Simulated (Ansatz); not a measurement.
**doublet C2H5O: levels of theory in one basis**

```
atom    x (Å)    y (Å)    z (Å)
   C   0.9957  -0.5652  -0.0031
   C   0.0011   0.5973  -0.0050
   O  -1.2523   0.0018  -0.0062
   H   0.1472   1.2083   0.9059
   H   0.1406   1.2035  -0.9041
   H   2.0220  -0.1693  -0.0081
   H   0.8643  -1.1927   0.8817
   H   0.8793  -1.1871  -0.8872
```

Basis set: cc-pVTZ (spherical functions). Left uncorrelated: 3 orbitals. Correlation on ROHF uses semicanonical orbitals with singles. Charge 0, multiplicity 2.

Computed with Ansatz (development build ahead of 0.2.0); each method stands on the lowest determinant of its kind that the runs found.

```tsv
method	E − E(ROHF) (eV)	<S²> of the determinant
ROHF	0.00	0.75
UHF	-0.15	0.76
ROHF-MP2	-14.90	–
UHF-MP2	-14.88	0.76
```

Q: Is a single determinant a sound starting point here?

A: By this sign, yes. Unrestricted orbitals gain 0.15 eV and <S²> is 0.76 against 0.75 for a pure state.
